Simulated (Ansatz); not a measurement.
# ClH5Si2: the cost of one run

Method: PBE0-D4, def2-SVP first, then def2-TZVP; program: Ansatz 0.2.0, Gaussian basis.

114 further runs of the same task are left out: 114 set aside as unsound or not needed.

## 1. The starting structure

The guess: 8 atoms, charge 0, spin multiplicity 1.

Atoms are counted from 1 here; the program's logs count them from 0.

Bond lengths: Si1–H4 1.470 Å, Si1–Cl5 2.056 Å, Si2–H6 1.484 Å, Si2–H7 1.454 Å, Si2–H8 1.451 Å. Angles: H4–Si1–Cl5 99.7°, H6–Si2–H7 105.6°, H6–Si2–H8 106.6°, H7–Si2–H8 121.2°.

Geometry (Å):

```csv
atom,x (Å),y (Å),z (Å)
Si1,-1.3625,0.4250,-0.2167
Si2,1.0154,-0.1451,0.6513
H3,-0.0922,-0.8835,-0.6629
H4,-2.4332,-0.5341,-0.5247
Cl5,-1.2458,1.4064,-2.0196
H6,2.2368,-0.9621,0.4470
H7,1.4160,1.2283,0.3889
H8,0.4655,-0.5349,1.9366
```

Distances that are to change: Si2–H3 1.87 Å, Si1–Si2 2.59 Å, Si1–H3 1.88 Å.

## 2. Constrained relaxation of the guess

Input file hold/in.yaml:

```yaml
crystal:
  periodic: [false, false, false]
  atoms:
    - {symbol: Si, position_ang: [-1.362500, 0.425000, -0.216700]}
    - {symbol: Si, position_ang: [1.015400, -0.145100, 0.651300]}
    - {symbol: H, position_ang: [-0.092200, -0.883500, -0.662900]}
    - {symbol: H, position_ang: [-2.433200, -0.534100, -0.524700]}
    - {symbol: Cl, position_ang: [-1.245800, 1.406400, -2.019600]}
    - {symbol: H, position_ang: [2.236800, -0.962100, 0.447000]}
    - {symbol: H, position_ang: [1.416000, 1.228300, 0.388900]}
    - {symbol: H, position_ang: [0.465500, -0.534900, 1.936600]}
basis:
  gaussian: {orbitals: def2-SVP}
hamiltonian: {xc: pbe0, dispersion: d4}
relax: {f_tol: 0.08, max_steps: 120, escape_saddle: false, constraints: [{distance: [1, 2]}, {distance: [0, 1]}, {distance: [0, 2]}]}
```

Started as:

```sh
$ ansatz run in.yaml --threads 2 --pin off --events-out ev --progress --plain --max-ram 4352MiB
```

**Question.** How long does this run take on 2 threads of Intel Xeon Platinum 8488C, shared host?

About 8 s.
